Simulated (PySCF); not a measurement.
Compound: propane, C3H8.
Geometry (PBE0-D3(BJ)/def2-TZVP, Å), atoms numbered from 1 in this order:
```xyz
11
C3H8 angstrom
C     -1.2615    0.2106   -0.0944
C     -0.0099   -0.5153    0.3688
C      1.2584    0.0583   -0.2398
H     -2.1619   -0.2032    0.3652
H     -1.2158    1.2733    0.1608
H     -1.3783    0.1390   -1.1795
H      0.0558   -0.4698    1.4611
H     -0.0886   -1.5776    0.1150
H      1.2310   -0.0005   -1.3316
H      2.1481   -0.4773    0.0993
H      1.3806    1.1118    0.0277
```

Computed, not measured: PySCF 2.14.0, density-fitted response routines, TDDFT CAM-B3LYP/aug-cc-pVTZ, vertical, gas phase, core orbitals frozen in the response. Geometry: PBE0-D3(BJ)/def2-TZVP; no solvent, vibrations or thermal averaging.

Ground-to-excited transition dipoles (e·a0, same axes as the geometry; the sign carries no meaning), for the states with f of 0.002 or more among the lowest 9:

| state | E (eV) | μx | μy | μz |
| --- | --- | --- | --- | --- |
| S2 | 8.639 | 0.001 | 0.098 | -0.080 |
| S3 | 8.653 | 0.429 | -0.024 | -0.023 |
| S4 | 8.949 | -0.053 | -0.399 | -0.493 |
| S6 | 9.021 | -0.005 | -0.396 | 0.326 |
| S7 | 9.269 | 0.163 | -0.009 | -0.014 |
| S8 | 9.274 | 0.006 | 0.539 | -0.437 |
| S9 | 9.330 | 0.038 | 0.270 | 0.329 |

**Question.** What oscillator strength does each state have?

**Answer.** f = (2/3) ΔE |μ|² with ΔE in hartree (27.2114 eV).

```tsv
state	|μ|² (au)	|μ| (D)	f
S2	0.016	0.32	0.003
S3	0.185	1.09	0.039
S4	0.405	1.62	0.089
S6	0.264	1.30	0.058
S7	0.027	0.42	0.006
S8	0.482	1.77	0.110
S9	0.182	1.09	0.042
```

**Question.** Label these states by symmetry in C2v.

**Answer.** The ground state is totally symmetric, so the direction of μ fixes the label. Polarised along the twofold axis, so A1: S2, S6 and S8. Polarised across the twofold axis, so B1 or B2: S3, S4, S7 and S9. Which of B1 and B2 hangs on the choice of axes; S3 and S7 take one label and S4 and S9 the other.

**Question.** What angle do the transition dipoles of S6 and S8 make?

**Answer.** |cos θ| = |μa·μb| / (|μa| |μb|) = 1.00, so θ ≈ 0° (taken between 0 and 90°, since the signs are arbitrary).

**Question.** How is the summed strength of these states shared among x, y and z?

**Answer.** (2/3) Σ ΔE μα² gives 0.046 for x, 0.155 for y and 0.146 for z, 0.347 in all.

**Question.** What peak molar absorption coefficient would the strongest computed level give as a lone Gaussian band 0.3 eV wide at half height?

**Answer.** ε(max) = 2.175×10⁸ f / FWHM, with the width in cm⁻¹. S8: 2.175×10⁸ × 0.1096 / 2420 ≈ 9800 L mol⁻¹ cm⁻¹.

Without π bonds the low states may be Rydberg-like; a valence basis with one diffuse set may place them up to an eV too high.
